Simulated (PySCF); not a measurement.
# LiAl⁻: from constants to spectrum

ROHF-CCSD(T) constants of LiAl⁻, doublet, unpaired electrons π ↑ (Li aug-cc-pVDZ, Al aug-cc-pV(D+d)Z; no relativity (PySCF 2.14); masses 7.0160 and 26.9815 u):

| Property | Result |
| --- | --- |
| ωe | 255.0 cm⁻¹ |
| ωexe | 2.76 cm⁻¹ |
| Be | 0.36346 cm⁻¹ |
| αe | 0.00530 cm⁻¹ |
| D (centrifugal) | 2.95e-06 cm⁻¹ |
| De to Li⁻ + Al | 0.99 eV |

Give the vibrational terms G(v) and spacings up to v = 6.

G(v) = ωe(v+½) − ωexe(v+½)².

```csv
v,G(v) (cm⁻¹),G(v) − G(v−1),Bv (cm⁻¹)
0,127,,0.3608
1,376,249,0.3555
2,620,244,0.3502
3,859,238,0.3449
4,1092,233,0.3396
5,1319,227,0.3343
6,1541,222,0.3290
```

How well does the Morse estimate ωe²/(4ωexe) reproduce De, and what is D0?

It gives 0.73 eV, 74 % of the computed De. D0 = De − G(0) = 0.99 − 0.02 = 0.97 eV.

Correlated steps freeze 5 core orbitals. Correlated levels converge slowly with the basis: in double zeta they bind strong bonds too weakly, by up to about 1 eV, and carry superposition errors of some tenths. For an ion De counts to the pair picked by the measured ionisation energies or electron affinities, which need not be the lowest pair at this level. The CCSD T1 diagnostic is raised, a sign that a single reference may not be enough here. The state is the lowest determinant that a PBE0 search found; another state may lie lower at other levels.
